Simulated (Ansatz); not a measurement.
`BBN` + CH₃OH → `BOC` + `BN` at 600 K and 1 bar (cleavage of the B–B bond).

Isolated molecules relaxed with PBE0-D4/def2-TZVP in Ansatz; ΔE leaves out vibrations. CCSD(T)/CBS adds triple-zeta CCSD(T) − MP2 to the extrapolated MP2 energy (def2 sets, frozen cores). This one scheme is used for every species. One conformer a species, not always the lowest.

```csv
species,CCSD(T)/CBS energy (Eh),H − E (kJ/mol),S (J/(mol·K))
`BBN`,-107.29684,199.5,336.8
CH₃OH,-115.61712,163.6,277.3
`BOC`,-141.04597,205.8,323.1
`BN`,-81.93499,155.9,270.2
```

H − E and S are ideal-gas, rigid-rotor, harmonic terms from PBE0-D4/def2-TZVP, for one conformer and one mirror image of each species. 1 Eh = 2625.50 kJ/mol, R = 8.31446 J/(mol·K).

Problem. By hand: ΔE, ΔH, ΔS and ΔG.

Solution. ΔE = (-141.04597) + (-81.93499) − (-107.29684) − (-115.61712) = -0.06700 Eh = -175.9 kJ/mol. Δ(H − E) = 205.8 + 155.9 − 199.5 − 163.6 = -1.4, so ΔH = -177.3 kJ/mol. ΔS = 323.1 + 270.2 − 336.8 − 277.3 = -20.8 J/(mol·K). ΔG = -177.3 − 600 × (-20.8)/1000 = -164.8 kJ/mol.

Problem. By hand: the equilibrium constant, and the temperature at which ΔG would vanish if ΔH and ΔS stayed fixed.

Solution. log₁₀ K = −ΔG/(RT ln 10) = 14.3. ΔG = 0 at ΔH/ΔS = 8524 K, far beyond where these terms or the molecules hold.

ΔH outweighs TΔS. A doubt of 5 kJ/mol in ΔE shifts log₁₀ K by 0.4 here. Other conformers and mirror images would add mixing entropy, several J/(mol·K) or more a flexible species. These are equilibria of isolated gas molecules and say nothing of rates. Largest T1 diagnostic: 0.014 (customary marks: 0.02 for closed shells, 0.045 for open ones).
